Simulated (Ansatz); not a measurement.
**A barrier at the coupled-cluster level**

Start structure (CH₅ClMg, singlet), relaxed at PBE0-D4/def2-TZVP:

Mg1  (-0.647, -0.512, -0.539)
C2  (1.335, -0.338, 0.026)
Cl3  (-2.658, -0.954, -1.319)
H4  (-1.263, 1.452, 0.856)
H5  (-1.936, 1.272, 0.570)
H6  (1.493, 0.500, 0.712)
H7  (1.986, -0.177, -0.838)
H8  (1.689, -1.242, 0.532)
(Å)

The step: CH₃ClMg ([CH3][Mg][Cl]) + H₂ → MgHCl ([MgH][Cl]) + CH₄; bonds formed: Mg1–H5, C2–H4; bonds broken: Mg1–C2, H4–H5. Computed with Ansatz 0.2.0 (basis: def2-TZVPP and def2-QZVPP); correlated methods freeze the cores. The outer core shell of Li, Na, Mg and K is correlated. The def2 sets are not built for correlating such inner shells, so the correlated values are less sure here. Extrapolation: Hartree–Fock as exp(−7.88 √X), correlation as X^−2.97. Energies below are by CCSD(T) at an estimated basis limit (MP2 extrapolated from triple and quadruple zeta, plus CCSD(T) − MP2 in triple zeta).

Q: What are the electronic barrier and the energy of the step, from the start structure to the end structure? (Judge from chemistry; the value comes from the calculation.)

A: By the calculation: Barrier 127.9 kJ/mol; step energy -36.9 kJ/mol (downhill); reverse barrier, their difference, 164.8 kJ/mol. Barrier and step energy count from the start structure, the reverse barrier from the end structure.

The saddle point: One imaginary mode of 1387i cm⁻¹.
| pair | start (Å) | saddle (Å) | end (Å) |
| --- | --- | --- | --- |
| Mg1–H5 | 2.46 | 1.87 | 1.69 |
| C2–H4 | 3.26 | 1.52 | 1.09 |
| Mg1–C2 | 2.07 | 2.19 | 2.79 |
| H4–H5 | 0.75 | 1.04 | 2.75 |

Zero-point energy (harmonic, PBE0-D4): ZPE is 127.5 kJ/mol at the start and 127.8 kJ/mol at the saddle, so the barrier goes from 127.9 to 128.1 kJ/mol.

T1 diagnostic: at most 0.008. The start structure is not quite a true minimum (one mode of 44i cm⁻¹). The end structure is not quite a true minimum (one mode of 37i cm⁻¹).

Labels in which every atom is bracketed show which atoms are joined, not bond orders.

For scale, one of the runs: CCSD(T)/def2-TZVPP, 175 basis functions (an equivalent command: `ansatz run in.yaml --threads 2`). Hardware: 2 CPU threads, shared host. Wall time 25 s; peak host memory 1.8 GiB.
